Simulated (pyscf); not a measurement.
Thermochemistry of product channels of `[PH2]` [doublet] + `[SiH4]` on the doublet surface, in eV, from ωB97M-D3(BJ)/def2-TZVP energies (ideal gas, 1 atm, RRHO with modes under 100 cm⁻¹ raised to 100, one conformer, R ln 2 for rigid chiral ones). Structures and frequencies: ωB97X-D3(BJ)/def2-SVP in PySCF.

```json
[
 {"products": "`[SiH2][PH2]` [doublet] + `[H][H]`", "ΔE": "+0.32", "ΔH(298 K)": "+0.30", "ΔG(600 K)": "+0.31", "ΔG(900 K)": "+0.27"},
 {"products": "`[PH3]` + `[SiH2]` [singlet] + `[H]` [doublet]", "ΔE": "+3.49", "ΔH(298 K)": "+3.31", "ΔG(600 K)": "+2.58", "ΔG(900 K)": "+2.19"},
 {"products": "`[SiH3][PH]` [doublet] + `[H][H]`", "ΔE": "+0.01", "ΔH(298 K)": "-0.03", "ΔG(600 K)": "-0.01", "ΔG(900 K)": "-0.04"},
 {"products": "`[PH]` [triplet] + `[H][H]` + `[SiH3]` [doublet]", "ΔE": "+3.06", "ΔH(298 K)": "+2.91", "ΔG(600 K)": "+2.10", "ΔG(900 K)": "+1.67"}
]
```

These are energies of the channels, which say nothing of barriers.
